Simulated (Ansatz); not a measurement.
```yaml
crystal:
  periodic: [false, false, false]
  atoms:
    - {symbol: C, position_ang: [-1.951979, -0.566316, -0.004959]}
    - {symbol: Ge, position_ang: [-0.397240, 0.317058, 0.002493]}
    - {symbol: Si, position_ang: [1.771603, -0.602853, -0.004546]}
    - {symbol: H, position_ang: [2.523720, 0.696683, 0.006124]}
basis:
  gaussian: {orbitals: def2-TZVP}
magnetization: {spin_polarized: true, initial_magnetization: 1}
hamiltonian: {xc: pbe0}
relax: {f_tol: 0.004, max_steps: 80}
```

```sh
$ ansatz run in.yaml --threads 1 --pin off --events-out ev --progress --plain --max-ram 2176MiB
```

Steps of the relaxation (energy above the last step; positions in Å, forces in eV/Å):

```
4
step 1, 99.2 meV
C    -1.952   -0.566   -0.005   -0.688   -0.324   -0.003
Ge   -0.397    0.317    0.002    1.042    0.273    0.002
Si    1.772   -0.603   -0.005   -0.335   -0.340   -0.003
H     2.524    0.697    0.006   -0.019    0.391    0.003
```

```
4
step 2, 49.3 meV
C    -1.948   -0.508   -0.004   -0.297   -0.041    0.000
Ge   -0.317    0.274    0.002    0.286   -0.038    0.000
Si    1.808   -0.665   -0.005    0.017    0.114    0.001
H     2.403    0.744    0.006   -0.007   -0.036    0.000
```

```
4
step 3, 34.4 meV
C    -1.985   -0.466   -0.004   -0.052    0.074    0.001
Ge   -0.291    0.216    0.002    0.010   -0.151   -0.001
Si    1.843   -0.674   -0.005    0.076    0.241    0.002
H     2.379    0.769    0.007   -0.034   -0.165   -0.001
```

```
4
step 7, 2.7 meV
C    -2.056   -0.298   -0.003    0.027    0.020    0.000
Ge   -0.237   -0.012    0.000   -0.006   -0.029    0.000
Si    1.965   -0.671   -0.005   -0.010   -0.010    0.000
H     2.274    0.826    0.007   -0.011    0.019    0.000
```

```
4
step 11, 0.0 meV
C    -2.045   -0.205   -0.002    0.000    0.000    0.000
Ge   -0.201   -0.121   -0.001    0.000    0.000    0.000
Si    2.022   -0.679   -0.005   -0.001   -0.001    0.000
H     2.171    0.849    0.007    0.000    0.001    0.000
```

Close pairs at the end: Si3–H4 1.535 Å, C1–Ge2 1.845 Å, Ge2–Si3 2.292 Å.

A stationary point of unrestricted PBE0 after 11 steps, with ⟨S²⟩ = 1.191 against 0.75 for a pure state; no frequencies were run, so it isn't proven a minimum. 2.2 min on 1 thread of Intel Xeon Platinum 8375C, shared host.
